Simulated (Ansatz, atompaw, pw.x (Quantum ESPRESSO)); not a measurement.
**From atom to crystal: PAW (atompaw) potential for Tc (Z = 43)**

Tc (Z = 43), PAW, made with atompaw 4.2.0.5 (LDA (PW92), scalar-relativistic). Core [Ar] 3d10, reference 4s2 4p6 4d5 5s2 5p0. Waves: 4s (bound); 5s (bound); 4p (bound); 5p (bound, empty); 4d (bound); 4d channel at 4.7 Ry. Local part: bessel scheme, radius 2.00 bohr. Core correction: smooth core density matched at 1.10 bohr. Augmentation charge: sinc compensation charge, radius 1.60 bohr; PAW radius 2.14 bohr; waves and projectors: bloechl.

Atomic tests: cutoffs needed: 40 Ry and 50 Ry (the cutoffs (Ry, on a coarse ladder) from which the occupation-weighted sum of valence levels, in a spherical-Bessel basis at the reference potential, stays within 10 and 1 mRy of its value at 400 Ry); ghost test: no extra level below or beside the all-electron valence levels (s, p, d, f tested) (spherical-Bessel basis up to 400 Ry, 20 bohr box); lowest eigenvalue of the overlap operator: 0.44 (s channel).

Crystal test: fcc Tc in pw.x 7.5, no spin, 15³ k-points, Fermi–Dirac smearing 0.01 Ry, cutoffs 60/600 Ry. The reference is all-electron LAPW (Ansatz 0.2.0) with the same functional, mesh and smearing; V0 and B0 come from Birch–Murnaghan fits to the pressures at five volumes. Errors are pseudo minus all-electron; Δ is the rms difference of the E(V) curves that follow from these fits, minima aligned, over ±6 % about the mean V0. Mesh and smearing are coarse, so the numbers serve the comparison and aren't converged zero-temperature values; the lattice is a test structure that the element need not adopt.

All-electron: a0 = 3.812 Å (V0 = 13.85 Å³/atom), B0 = 338.5 GPa.

Task: How far does the potential miss the all-electron equation of state?

Result: mean pressure error (GPa): +4.93; a0 (Å): 3.830; a0 error (%): +0.47; B0 error (%): +0.1; Δ (meV/atom): 14.6.

```json
{"V (Å³/atom)": "13.181", "P all-electron (GPa)": "18.65", "P pseudo (GPa)": "24.77"}
{"V (Å³/atom)": "13.528", "P all-electron (GPa)": "8.34", "P pseudo (GPa)": "13.78"}
{"V (Å³/atom)": "13.875", "P all-electron (GPa)": "-0.66", "P pseudo (GPa)": "4.19"}
{"V (Å³/atom)": "14.222", "P all-electron (GPa)": "-8.50", "P pseudo (GPa)": "-4.17"}
{"V (Å³/atom)": "14.569", "P all-electron (GPa)": "-15.34", "P pseudo (GPa)": "-11.45"}
```

Task: At the middle volume, how do free energy and pressure move when the wave cutoff is lowered (ecutrho held at 600 Ry)?

Result:

| cutoff (Ry) | shift of F (meV/atom) | shift of P (GPa) |
| --- | --- | --- |
| 27 | +1282.1 | -67.82 |
| 36 | +134.7 | -9.30 |
| 48 | +7.4 | -0.66 |

The run at the middle volume (120 k-points, 8 iterations) took about 11 s on one core of a shared host (Intel(R) Xeon(R) 6975P-C, 192 threads, 1512 GiB, load 65).
